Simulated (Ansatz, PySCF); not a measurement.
Species: NO2, net charge 0, doublet state. It need not be the lowest isomer of its formula. 
Geometry from a B3LYP-D3(BJ)/def2-TZVP (Ansatz, a quantum-chemistry and plane-wave program) optimisation:
SMILES: N([O])=O
```xyz
3

N      0.0007    -0.0065     0.3208
O      0.0274     1.0999    -0.1182
O     -0.0281    -1.0942    -0.1625
```
Charge 0, spin multiplicity 2.

Wanted: vertical ionisation energy (to the singlet state of charge +1; each state is the SCF solution reached for its spin; for the singlet the Hartree-Fock reference is unstable and T1 is 0.027), in eV. Valence correlation only, unless marked. UHF or UKS for open shells. No spin-orbit coupling. No relativistic terms. CBS(X,Y): correlation extrapolated as X^-3; Hartree-Fock from the larger set. The bracket is a focal-point correction in the basis named.

```json
[
 {"level": "HF/aug-cc-pVDZ", "program": "Ansatz", "vertical ionisation energy (eV)": "12.26", "minus last row": "1.09"},
 {"level": "RI-HF/aug-cc-pVQZ", "program": "Ansatz", "vertical ionisation energy (eV)": "12.22", "minus last row": "1.05"},
 {"level": "SVWN5/def2-TZVPD", "program": "Ansatz", "vertical ionisation energy (eV)": "11.27", "minus last row": "0.10"},
 {"level": "B3LYP/def2-TZVPD", "program": "Ansatz", "vertical ionisation energy (eV)": "11.66", "minus last row": "0.49"},
 {"level": "PBE0/def2-TZVPD", "program": "Ansatz", "vertical ionisation energy (eV)": "11.64", "minus last row": "0.47"},
 {"level": "M06-2X/def2-TZVPD", "program": "PySCF", "vertical ionisation energy (eV)": "11.82", "minus last row": "0.65"},
 {"level": "wB97X-V/def2-TZVPD", "program": "Ansatz", "vertical ionisation energy (eV)": "11.63", "minus last row": "0.46"},
 {"level": "MP2/aug-cc-pVDZ", "program": "Ansatz", "vertical ionisation energy (eV)": "10.36", "minus last row": "-0.81"},
 {"level": "MP2/aug-cc-pVTZ", "program": "Ansatz", "vertical ionisation energy (eV)": "10.50", "minus last row": "-0.67"},
 {"level": "RI-MP2/aug-cc-pVQZ", "program": "Ansatz", "vertical ionisation energy (eV)": "10.56", "minus last row": "-0.61"},
 {"level": "SCS-MP2/aug-cc-pVDZ", "program": "Ansatz", "vertical ionisation energy (eV)": "10.43", "minus last row": "-0.74"},
 {"level": "CCSD/aug-cc-pVTZ", "program": "Ansatz", "vertical ionisation energy (eV)": "11.46", "minus last row": "0.29"},
 {"level": "CCSD(T)/aug-cc-pVTZ", "program": "Ansatz", "vertical ionisation energy (eV)": "11.08", "minus last row": "-0.09"},
 {"level": "RI-MP2/CBS(aug-cc-pVTZ,aug-cc-pVQZ)+[CCSD(T)-MP2]/aug-cc-pVDZ", "program": "Ansatz", "vertical ionisation energy (eV)": "11.15", "minus last row": "-0.02"},
 {"level": "RI-MP2/CBS(aug-cc-pVTZ,aug-cc-pVQZ)+[CCSD(T)-MP2]/aug-cc-pVTZ", "program": "Ansatz", "vertical ionisation energy (eV)": "11.17", "minus last row": "0.00"}
]
```

For comparison, minus the highest occupied orbital energy (PySCF): 8.53 eV at PW6B95/def2-TZVPD, 8.38 eV at PBE0/def2-TZVPD, 9.06 eV at MN15/def2-TZVPD.
